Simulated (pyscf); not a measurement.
Thermochemistry of product channels of F–Ga(F)–F + CH₃• on the doublet surface, in kcal/mol, from ωB97M-D3(BJ)/def2-TZVP energies (ideal gas, 1 atm, RRHO with modes under 100 cm⁻¹ raised to 100, one conformer, R ln 2 for rigid chiral ones). Structures and frequencies: ωB97X-D3(BJ)/def2-SVP in PySCF.

```json
[
 {"products": "H₃C–F + [F–Ga–F]•", "ΔE": "+6.7", "ΔH(298 K)": "+10.2", "ΔG(298 K)": "+9.3", "ΔG(600 K)": "+8.8"},
 {"products": "F–CH₂–Ga(F)–F + H•", "ΔE": "…", "ΔH(298 K)": "+43.4", "ΔG(298 K)": "+45.4", "ΔG(600 K)": "+47.3"}
]
```

Q: Some entries are withheld; supply them.

A: 
- F–CH₂–Ga(F)–F + H•, ΔE: +44.7

These are energies of the channels, which say nothing of barriers. Elements up to Kr have no core potential and no relativistic terms here.
